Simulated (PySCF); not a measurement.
Members of the series CXY, Y = H; each row names its spin state. Gas-phase values, no solvent. One relaxed conformer stands for each flexible species; it need not be the lowest. Strings in code marks are SMILES.

Calculation: PBE-D3(BJ)/def2-TZVP // PBE0-D3(BJ)/def2-TZVP in PySCF. All candidates: neutral, multiplicity 3. 

```
Property                         Result
-----------------------------  --------
dipole moment                    0.64 D
highest occupied spin orbital  -5.69 eV
```

Which member has these values?
(A) `[CH2]` (lower triplet)
(B) `[CH]F` (excited triplet)
(C) `[CH]N` (excited triplet)
(D) `[CH]C#C` (lower triplet)

A, `[CH2]` (lower triplet). The others give `[CH]C#C` (lower triplet): 0.14 D, -5.26 eV; `[CH]N` (excited triplet): 1.73 D, -4.23 eV; `[CH]F` (excited triplet): 0.94 D, -4.80 eV
